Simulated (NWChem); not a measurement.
Everything below was run with NWChem. System: NO₂, charge 0, spin multiplicity 2, at a geometry optimised with UPBE/def2-SVP. The structure started from a generated list of species. Its SCF solution wasn't tested for a lower state. Level: UMP2/def2-TZVP, 3 core orbitals frozen.

Input file:

```
start mol
memory heap 200 mb stack 900 mb global 1100 mb
geometry units angstroms nocenter noautoz
  O     -1.109267     0.000000    -0.142484
  N      0.000000     0.000000     0.325679
  O      1.109267     0.000000    -0.142484
  symmetry group C2v
end
basis spherical
  * library def2-tzvp
end
scf
  uhf
  nopen 1
  maxiter 100
  thresh 1e-7
  semidirect memsize 60000000 filesize 0
  # guess.movecs holds the orbitals of an unrestricted PBE0 run
  vectors input guess.movecs output mol.movecs
end
mp2
  freeze core 3
end
task mp2 energy
```

Part of the output:

```
             Northwest Computational Chemistry Package (NWChem) 7.3.0
             --------------------------------------------------------

                                NWChem Input Module
                                -------------------

 Scaling coordinates for geometry "geometry" by  1.889725989
 (inverse scale =  0.529177249)

 Turning off AUTOSYM since
 SYMMETRY directive was detected!

                             Geometry "geometry" -> ""
                             -------------------------

 Output coordinates in angstroms (scale by  1.889725989 to convert to a.u.)

  No.       Tag          Charge          X              Y              Z
 ---- ---------------- ---------- -------------- -------------- --------------
    1 O                    8.0000    -1.10926700     0.00000000    -0.14248400
    2 N                    7.0000     0.00000000     0.00000000     0.32567900
    3 O                    8.0000     1.10926700     0.00000000    -0.14248400

 Effective nuclear repulsion energy (a.u.)      64.4908566634

            Nuclear Dipole moment (a.u.)
            ----------------------------
        X                 Y               Z
 ---------------- ---------------- ----------------
     0.0000000000     0.0000000000     0.0000170075

      Symmetry information
      --------------------

 Group name             C2v
 Group number             16
 Group order               4
 No. of unique centers     2

      Symmetry unique atoms

     1    2


 Summary of "ao basis" -> "" (spherical)
 ------------------------------------------------------------------------------
       Tag                 Description            Shells   Functions and Types
 ---------------- ------------------------------  ------  ---------------------
 *                         def2-tzvp                  on all atoms

 Summary of "ao basis" -> "ao basis" (spherical)
 ------------------------------------------------------------------------------
       Tag                 Description            Shells   Functions and Types
 ---------------- ------------------------------  ------  ---------------------
 O                         def2-tzvp                11       31   5s3p2d1f
 N                         def2-tzvp                11       31   5s3p2d1f

                                 NWChem SCF Module
                                 -----------------

  ao basis        = "ao basis"
  functions       =    93
  atoms           =     3
  alpha electrons =    12
  beta  electrons =    11
  charge          =   0.00
  wavefunction    = UHF
  use symmetry    = T
  symmetry adapt  = T

 Summary of "ao basis" -> "ao basis" (spherical)
 ------------------------------------------------------------------------------
       Tag                 Description            Shells   Functions and Types
 ---------------- ------------------------------  ------  ---------------------
 O                         def2-tzvp                11       31   5s3p2d1f
 N                         def2-tzvp                11       31   5s3p2d1f

      Symmetry analysis of basis
      --------------------------

        a1         35
        a2         13
        b1         28
        b2         17

 Forming initial guess at       0.1s

   Symmetry analysis of molecular orbitals - initial alpha
   -------------------------------------------------------

  Numbering of irreducible representations:

     1 a1          2 a2          3 b1          4 b2

  Orbital symmetries:

     1 b1          2 a1          3 a1          4 a1          5 b1
[...]
    1 O    8     4.27   0.40  0.59  0.30  0.50  0.16  0.97  1.00  0.32  0.00  0.02  0.00
    2 N    7     3.46   0.41  0.58  0.33  0.34  0.11  0.78  0.70  0.11  0.02  0.08  0.01
    3 O    8     4.27   0.40  0.59  0.30  0.50  0.16  0.97  1.00  0.32  0.00  0.02  0.00

   Mulliken analysis of the beta density
   -------------------------------------

    Atom       Charge   Shell Charges
 -----------   ------   -------------------------------------------------------
    1 O    8     4.02   0.40  0.59  0.29  0.49  0.18  0.81  0.90  0.34  0.00  0.02  0.00
    2 N    7     2.96   0.41  0.58  0.28  0.32  0.03  0.55  0.55  0.13  0.01  0.08  0.01
    3 O    8     4.02   0.40  0.59  0.29  0.49  0.18  0.81  0.90  0.34  0.00  0.02  0.00

   Mulliken analysis of the spin density
   -------------------------------------

    Atom       Charge   Shell Charges
 -----------   ------   -------------------------------------------------------
    1 O    8     0.25   0.00 -0.00  0.01  0.01 -0.02  0.15  0.11 -0.01  0.00 -0.00  0.00
    2 N    7     0.50   0.00 -0.00  0.05  0.02  0.07  0.23  0.15 -0.03  0.00  0.00 -0.00
    3 O    8     0.25   0.00 -0.00  0.01  0.01 -0.02  0.15  0.11 -0.01  0.00 -0.00  0.00

       Multipole analysis of the density wrt the origin
       ------------------------------------------------

     L   x y z        total         alpha         beta         nuclear
     -   - - -        -----         -----         ----         -------
     0   0 0 0     -0.000000    -12.000000    -11.000000     23.000000

     1   1 0 0      0.000000      0.000000     -0.000000      0.000000
     1   0 1 0     -0.000000      0.000000     -0.000000      0.000000
     1   0 0 1      0.266519     -0.093227      0.359729      0.000017

     2   2 0 0    -13.768618    -43.289793    -40.784413     70.305587
     2   1 1 0      0.000000      0.000000      0.000000      0.000000
     2   1 0 1     -0.000000     -0.000000      0.000000      0.000000
     2   0 2 0    -11.068926     -5.660080     -5.408846      0.000000
     2   0 1 1     -0.000000      0.000000     -0.000000      0.000000
     2   0 0 2    -11.424422     -8.453875     -6.781925      3.811378

                   NWChem MP2 Semi-direct Energy/Gradient Module
                   ---------------------------------------------

  Basis functions       =     93
  Molecular orbitals    =     93
  Frozen core           =      3
  Frozen virtuals       =      0
  Active alpha occupied =      9
  Active beta occupied  =      8
  Active alpha virtual  =     81
  Active beta virtual   =     82
  Use MO symmetry       = T
  Use skeleton AO sym   = T

  AO/Fock/Back tols     =   1.0D-09  1.0D-09  1.0D-09

 GA uses MA = F    GA memory limited = T

 Available:
  local mem=  1.26D+08
 global mem=  1.44D+08
 local disk=  0.00D+00
  mp2_memr nvloc                    81
  nvloc new                    81
   1 passes of   9:        5242880                      54079                  10764556.
   1 passes of   9: M    126153198           G      144161902           F     120910318.

 Semi-direct pass number   1 of   1  for UHF alpha       at        2.8s
  vrange nnbf                  4337
  mp2_eaftype                    41  avail_ma_in_mb                  1099
 EAF : mp2_eaftype filesize          41    5382278.
  mp2_eaf for mointskh                     41
Node 0 wrote     25.3 Mb in      0.0 s     Agg I/O rate:  1233.5 Mb/s
 Done moints_semi at        5.5s
  mp2_eaftype                    41  avail_ma_in_mb                  1058
 EAF : mp2_eaftype filesize          41    5382278.
  mp2_eaf for kh                    41
 Done maket at        5.7s
 Done multipass loop at        5.7s

 GA uses MA = F    GA memory limited = T

 Available:
  local mem=  1.26D+08
 global mem=  1.44D+08
 local disk=  0.00D+00
  mp2_memr nvloc                    82
  nvloc new                    82
   1 passes of   8:        5242880                      50430                   9688113.
   1 passes of   8: M    126153198           G      144161902           F     120910318.

 Semi-direct pass number   1 of   1  for UHF beta        at        5.8s
  vrange nnbf                  4337
  mp2_eaftype                    36  avail_ma_in_mb                  1099
 EAF : mp2_eaftype filesize          36    4844056.
  mp2_eaf for mointskh                     36
Node 0 wrote     22.8 Mb in      0.0 s     Agg I/O rate:  1380.3 Mb/s
 Done moints_semi at        8.4s
  mp2_eaftype                    36  avail_ma_in_mb                  1063
 EAF : mp2_eaftype filesize          36    4844056.
  mp2_eaf for kh                    36
 Done maket at        8.6s
 Done multipass loop at        8.6s

          -------------------------------------------
          SCF energy                -204.116845144299
          Correlation energy          -0.669896569906
          Singlet pairs                0.000000000000
          Triplet pairs                0.000000000000
          Total MP2 energy          -204.786741714205
          -------------------------------------------

          ---------------------------------------------------
                    Spin Component Scaled (SCS) MP2
          Same spin pairs                     -0.184035765952
          Same spin scaling factor             0.333333333333
          Opposite spin pairs                 -0.485860803954
          Opposite spin scaling fact.          1.200000000000
          SCS-MP2 correlation energy          -0.644378220062
          Total SCS-MP2 energy              -204.761223364361
          ---------------------------------------------------

 -----------------------
 Performance information
 -----------------------

 Timer overhead =  2.37D-07 seconds/call

               Nr. of calls         CPU time (s)                 Wall time (s)                GFlops
             ---------------    -------------------     ------------------------------   -------------------
Name         Min   Avg   Max    Min     Avg     Max     Min     Avg     Max   Mx/calls   Min     Max     Sum
mp2: moin     2     2     2    5.3     5.3     5.3      5.3     5.3     5.3     2.6      0.0     0.0     0.0
mp2: make     2     2     2   0.39    0.39    0.39     0.39    0.39    0.39    0.20      0.0     0.0     0.0
mp2: tota     1     1     1    5.8     5.8     5.8      5.8     5.8     5.8     5.8      0.0     0.0     0.0

 The average no. of pstat calls per process was 5.00D+00
 with a timing overhead of 1.18D-06s

 Task  times  cpu:        8.5s     wall:        8.5s

 Total times  cpu:        8.6s     wall:        8.6s
```
